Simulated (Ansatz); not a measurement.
A run of Ansatz (development build ahead of 0.2.0) on singlet Si₂H₆ at this shape:

```xyz
8

Si    0.0000    0.0000   -1.1732
Si    0.0000    0.0000    1.1732
H     0.0000   -1.4036   -1.6897
H    -1.2155    0.7018   -1.6897
H     1.2155    0.7018   -1.6897
H     0.0000    1.4036    1.6897
H    -1.2155   -0.7018    1.6897
H     1.2155   -0.7018    1.6897
```

Its results:

* Converged: yes
* Reference energy: -581.33895 hartree
* Correlation energy: -0.21429 hartree
* Total energy: -581.55323 hartree
* Spin squared of the determinant: 0.000

Problem. Which input gives this output? Name the method, the orbitals and the basis set, and write the input.

Solution. RHF-MP2 in cc-pVDZ. An unrestricted run that stays on the closed shell gives the same numbers.

```yaml
crystal:
  periodic: [false, false, false]
  atoms:
    - { symbol: Si, position_ang: [0.0, 0.0, -1.17324] }
    - { symbol: Si, position_ang: [0.0, 0.0, 1.17324] }
    - { symbol: H, position_ang: [0.0, -1.40356, -1.68972] }
    - { symbol: H, position_ang: [-1.21552, 0.70178, -1.68972] }
    - { symbol: H, position_ang: [1.21552, 0.70178, -1.68972] }
    - { symbol: H, position_ang: [0.0, 1.40356, 1.68972] }
    - { symbol: H, position_ang: [-1.21552, -0.70178, 1.68972] }
    - { symbol: H, position_ang: [1.21552, -0.70178, 1.68972] }
basis:
  gaussian: { orbitals: cc-pVDZ }
hamiltonian:
  xc: hf
correlation:
  method: mp2
  frozen_orbitals: { H: 0, Si: 5 }
```
